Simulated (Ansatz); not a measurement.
# CH4Al2 (SMILES [CH2]1[AlH][AlH]1): energies and forces away from the minimum

One table from this session's results is given with a row withheld; the runs are named, their logs left out.

Method: single points with forces in def2-TZVPP; program: Ansatz 0.2.0, Gaussian basis.

Levels: PBE-D4, r2SCAN-D4, PBE0-D4, wB97M-V, Hartree-Fock, MP2, CCSD, CCSD(T). Each coordinate is moved by a Gaussian draw of the width named (0.7 of it for atoms other than hydrogen): 0.04, 0.12, 0.09, 0.06 Å.

Cores are frozen in the correlated methods.

31 further runs of the same task are left out: 31 set aside as unsound or not needed.

### The system as given

The minimum, relaxed at PBE0-D4: SMILES `[CH2]1[AlH][AlH]1`, 7 atoms, charge 0, spin multiplicity 1.

Atoms are counted from 1 here; the program's logs count them from 0.

Bond lengths: C1–Al2 1.958 Å, C1–Al3 1.958 Å, C1–H4 1.126 Å, C1–H5 1.090 Å, Al2–Al3 2.439 Å, Al2–H6 1.593 Å, Al3–H7 1.593 Å. Angles: Al2–C1–Al3 77.0°, Al2–C1–H4 91.5°, Al2–C1–H5 137.2°, Al3–C1–H4 91.8°, Al3–C1–H5 137.1°, H4–C1–H5 108.4°, C1–Al2–Al3 51.5°, C1–Al2–H6 136.3°, Al3–Al2–H6 167.6°, C1–Al3–Al2 51.5°, C1–Al3–H7 136.3°, Al2–Al3–H7 167.3°.

As a file:

```
C    -0.4190    0.2133   -0.6371
Al   -0.1077    0.7146    1.2303
Al    0.9845   -1.0315   -0.0758
H    -1.2284   -0.5101   -0.3392
H    -0.7240    0.7106   -1.5578
H    -0.4983    1.9358    2.1763
H     1.9929   -2.0327   -0.7965
```

Energies of the minimum (eV), from earlier single points: PBE-D4 -14285.90627, r2SCAN-D4 -14292.62238, PBE0-D4 -14287.28939, B3LYP-D4 -14296.33249, wB97M-V -14293.08082, CCSD(T) -14268.49744.

Set-up of the first run:

Input file pbe-tzvpp/in.yaml:

```yaml
crystal:
  periodic: [false, false, false]
  atoms:
    - {symbol: C, position_ang: [-0.430451, 0.218606, -0.601397]}
    - {symbol: Al, position_ang: [-0.079709, 0.730899, 1.249606]}
    - {symbol: Al, position_ang: [1.035792, -0.992967, -0.048036]}
    - {symbol: H, position_ang: [-1.188776, -0.451715, -0.337815]}
    - {symbol: H, position_ang: [-0.687803, 0.701907, -1.570924]}
    - {symbol: H, position_ang: [-0.470814, 1.937268, 2.172795]}
    - {symbol: H, position_ang: [1.963831, -2.046918, -0.774840]}
basis:
  gaussian: {orbitals: def2-TZVPP}
hamiltonian: {xc: pbe, dispersion: d4}
output: {forces: true}
```

r2scan-tzvpp/in.yaml, as changes to pbe-tzvpp/in.yaml:

```diff
-hamiltonian: {xc: pbe, dispersion: d4}
+hamiltonian: {xc: r2scan, dispersion: d4}
```

pbe0-tzvpp/in.yaml:

```diff
-hamiltonian: {xc: pbe, dispersion: d4}
-output: {forces: true}
+hamiltonian: {xc: pbe0, dispersion: d4}
+output: {forces: true, orbitals: {seedname: orbitals}}
```

wb97mv-tzvpp/in.yaml:

```diff
-hamiltonian: {xc: pbe, dispersion: d4}
+hamiltonian: {xc: {name: wB97M-V}}
```

ccsdt-tzvpp/in.yaml:

```diff
-hamiltonian: {xc: pbe, dispersion: d4}
+correlation: {method: ccsd_t}
```

The same command starts each run, in its folder.

Launch:

```bash
ansatz run in.yaml --threads 2 --pin off --events-out ev --progress --plain --max-ram 4352MiB
```

Steps of the session up to this table: Structure 1, width 0.04 Å; Structure 2, width 0.12 Å; Structure 3, width 0.09 Å; Structure 4, width 0.06 Å.

One of the session's tables, all rows but one given; the rest of the session is left out.

```
   method  RMS force component (eV/Å)  angle to CCSD(T) forces (°)  dipole (D)
   PBE-D4                       0.507                         13.8        0.75
r2SCAN-D4                       0.486                         11.5        0.77
  PBE0-D4                       0.481                         11.4        0.72
  wB97M-V                           ?                            ?           ?
  CCSD(T)                       0.524                    reference        0.64
```

Q: Estimate the row for wB97M-V from the others.

The run gave: RMS force component (eV/Å): 0.485; angle to CCSD(T) forces (°): 10.9; dipole (D): 0.66. In the column «RMS force component (eV/Å)» it lies between PBE0-D4 (0.481) and r2SCAN-D4 (0.486).
